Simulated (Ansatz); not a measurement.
**NH₃O, triplet: from triple and quadruple zeta to the limit**

```yaml
atoms:
  - { symbol: O, position_ang: [-1.2048, 0.0024, 0.0000] }
  - { symbol: H, position_ang: [-1.4541, 0.9289, 0.0000] }
  - { symbol: H, position_ang: [0.0772, 0.0024, 0.0000] }
  - { symbol: N, position_ang: [1.3582, 0.0024, 0.0000] }
  - { symbol: H, position_ang: [1.6273, -1.0019, 0.0000] }
```

Connectivity, by distances: OH ··· NH ··· H.

Ansatz 0.2.0, UHF determinant, valence electrons correlated. Energies in eV.

```tsv
set	X	functions	Hartree–Fock	MP2 correlation	CCSD(T) correlation	time
def2-TZVPP	3	104	-3564.0306	-11.2547	-12.4839	21 s on 1 × NVIDIA H100 80GB HBM3 with 1 thread of AMD EPYC 7R13 Processor (Zen 3), with other jobs on the host
def2-QZVPP	4	204	-3564.2009	-12.1604	-13.3284	22 s on 1 × NVIDIA H100 80GB HBM3 with 1 thread of AMD EPYC 7R13 Processor (Zen 3), on a shared host
```

Hartree–Fock is taken to follow E(X) = E∞ + A·exp(−7.88·√X), correlation E(X) = E∞ + B·X^−2.97.

Cautions: lower spins were not checked.

Task: Work out the CCSD(T) energy at the limit, and how far the shortcut misses it that extrapolates MP2 and adds CCSD(T) minus MP2 from the smaller set.

Result: Hartree–Fock: E∞ = E4 + 0.1377·(E4 − E3) = -3564.2243. Correlation: E∞ = E4 + 0.7407·(E4 − E3) = -13.9540 for CCSD(T) and -12.8313 for MP2. The limit is -3578.1784 eV, 0.649 eV below def2-QZVPP. The shortcut gives a correlation energy of -12.8313 + (-1.2292) = -14.0604, 106 meV lower than the direct value.
